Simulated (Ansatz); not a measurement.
Basis-set extrapolation for `O=C1CC=CS1` (PBE0-D4/def2-TZVP geometry, frozen core, Ansatz). Multiplicity 1, RHF reference.

```
                      def2-TZVPP   def2-QZVPP
                 HF  -626.278146  -626.299234
    MP2 correlation    -1.031750    -1.106065
CCSD(T) correlation    -1.115139      not run
```

Energies in hartree. Use E(X) = E(∞) + A·exp(−7.88·√X) for Hartree–Fock and E(X) = E(∞) + B·X^(−2.97) for correlation, with X = 3 and 4, and add CCSD(T) minus MP2 of the smaller set to the MP2 limit.

Problem. What is the CCSD(T) energy at the basis-set limit?

Solution. HF limit: -626.299234 + (-0.021088) × 0.13774 = -626.30214. MP2 limit: -1.106065 + (-0.074315) × 0.74074 = -1.16111. Higher-order term: -1.115139 − (-1.031750) = -0.08339. Total: -627.54664 hartree, 402.6 kJ/mol below CCSD(T)/def2-TZVPP.
